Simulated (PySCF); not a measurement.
Geometries of 5 isomers of C4H6S, from PySCF, PBE0-D3(BJ)/def2-SVP geometry optimisation, gas phase. One conformer each, no zero-point energy, no frequencies.

Question: Which is lowest in electronic energy at this level?
A.
```xyz
11
angstrom
C     -2.562   -0.575    0.278
C     -1.281   -0.221    0.412
S     -0.181   -0.009   -0.936
C      1.349    0.223   -0.113
C      2.480    0.572   -0.732
H     -3.201   -0.660    1.159
H     -3.012   -0.781   -0.697
H     -0.851   -0.016    1.398
H      1.330    0.034    0.965
H      3.406    0.670   -0.163
H      2.523    0.763   -1.808
```
B.
```xyz
11
angstrom
C     -0.624    0.829   -0.285
C      0.659    0.847    0.077
C      1.281   -0.468    0.425
S     -0.038   -1.719    0.220
C     -1.302   -0.504   -0.303
H     -1.179    1.730   -0.561
H      1.253    1.764    0.125
H      1.657   -0.481    1.462
H      2.134   -0.704   -0.235
H     -2.163   -0.534    0.386
H     -1.679   -0.757   -1.309
```
C.
```xyz
11
angstrom
C     -0.219    1.476    0.118
C     -0.042    0.144   -0.005
C     -1.151   -0.849    0.142
C      1.306   -0.335   -0.296
S      1.751   -1.886   -0.485
H     -1.197    1.913    0.335
H      0.621    2.166    0.002
H     -0.921   -1.564    0.946
H     -2.106   -0.354    0.359
H     -1.253   -1.449   -0.775
H      2.059    0.464   -0.388
```
D.
```xyz
11
angstrom
C      2.141    0.852   -0.398
C      1.434   -0.125   -0.284
C      0.557   -1.275   -0.154
S     -0.939   -0.956    0.837
C     -1.709    0.316   -0.182
H      2.774    1.715   -0.496
H      0.268   -1.653   -1.149
H      1.074   -2.098    0.365
H     -1.032    1.173   -0.316
H     -2.015   -0.077   -1.163
H     -2.605    0.653    0.358
```
E.
```xyz
11
angstrom
C     -2.188    0.572    0.116
C     -0.878   -0.047   -0.004
C      0.214   -0.561   -0.119
C      1.532   -1.161   -0.223
S      2.849   -0.005   -0.756
H     -2.709    0.591   -0.853
H     -2.103    1.610    0.473
H     -2.824    0.024    0.829
H      1.539   -1.953   -0.990
H      1.823   -1.637    0.726
H      2.676    0.875    0.252
```

Answer: B. That is `S1CC=CC1`, 11.9 kcal/mol below the next.

```json
{"SMILES": "C1=CCSC1", "atoms numbered as above": "[CH:1]1=[CH:2][CH2:3][S:4][CH2:5]1", "E (Eh)": "-553.64821", "relative (kcal/mol)": "0.0", "relative (kJ/mol)": "0.0", "dipole (D)": "1.82"}
{"SMILES": "C=C(C)C=S", "atoms numbered as above": "[CH2:1]=[C:2]([CH3:3])[CH:4]=[S:5]", "E (Eh)": "-553.62926", "relative (kcal/mol)": "11.9", "relative (kJ/mol)": "49.8", "dipole (D)": "2.62"}
{"SMILES": "C=CSC=C", "atoms numbered as above": "[CH2:1]=[CH:2][S:3][CH:4]=[CH2:5]", "E (Eh)": "-553.60765", "relative (kcal/mol)": "25.5", "relative (kJ/mol)": "106.5", "dipole (D)": "1.12"}
{"SMILES": "CC#CCS", "atoms numbered as above": "[CH3:1][C:2]#[C:3][CH2:4][SH:5]", "E (Eh)": "-553.59766", "relative (kcal/mol)": "31.7", "relative (kJ/mol)": "132.7", "dipole (D)": "1.78"}
{"SMILES": "C#CCSC", "atoms numbered as above": "[CH:1]#[C:2][CH2:3][S:4][CH3:5]", "E (Eh)": "-553.58415", "relative (kcal/mol)": "40.2", "relative (kJ/mol)": "168.2", "dipole (D)": "1.29"}
```

As drawn, the lowest has a C=C bond outside aromatic rings, which the highest lacks; the highest has a C≡C bond, which the lowest lacks.
